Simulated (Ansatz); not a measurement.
Basis-set extrapolation for H5N2Si (`N[SiH]N`) radical (PBE0-D4/def2-TZVP geometry, frozen core, Ansatz). Multiplicity 2, UHF reference.

|  | def2-TZVPP | def2-QZVPP |
| --- | --- | --- |
| HF | -400.824673 | -400.840281 |
| MP2 correlation | -0.535696 | -0.575385 |
| CCSD(T) correlation | -0.585030 | not run |

Energies in hartree. Use E(X) = E(∞) + A·exp(−7.88·√X) for Hartree–Fock and E(X) = E(∞) + B·X^(−2.97) for correlation, with X = 3 and 4, and add CCSD(T) minus MP2 of the smaller set to the MP2 limit.

What is the CCSD(T) energy at the basis-set limit?

HF limit: -400.840281 + (-0.015608) × 0.13774 = -400.84243. MP2 limit: -0.575385 + (-0.039689) × 0.74074 = -0.60478. Higher-order term: -0.585030 − (-0.535696) = -0.04933. Total: -401.49654 hartree, 54.5 kcal/mol below CCSD(T)/def2-TZVPP.
